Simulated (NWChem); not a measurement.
## Total energies of sulfur dioxide (O$_{2}$S)

```xyz
3

O      1.2504     0.0000    -0.3713
S      0.0000     0.0000     0.3713
O     -1.2504     0.0000    -0.3713
```
Charge 0, spin multiplicity 1.

Everything below was run with NWChem. The geometry was optimised at PBE0/def2-SVP, a minimum by its harmonic frequencies.

Basis set: STO-3G (19 functions).

```csv
method,total energy (Ha)
RHF,-540.61677
MP2,-540.81542
B2PLYP,-541.61642
PBE,-541.64176
B3LYP,-541.93744
r2SCAN,-541.90771
CCSD(T),-540.83255
```

Total energies of different functionals aren't comparable as a measure of quality: only differences taken within one method are. 

The correlated methods keep 7 core orbitals frozen. B3LYP has NWChem's definition, with VWN1-RPA local correlation. No row is a measurement; the coupled-cluster row has its own basis-set and correlation limits.
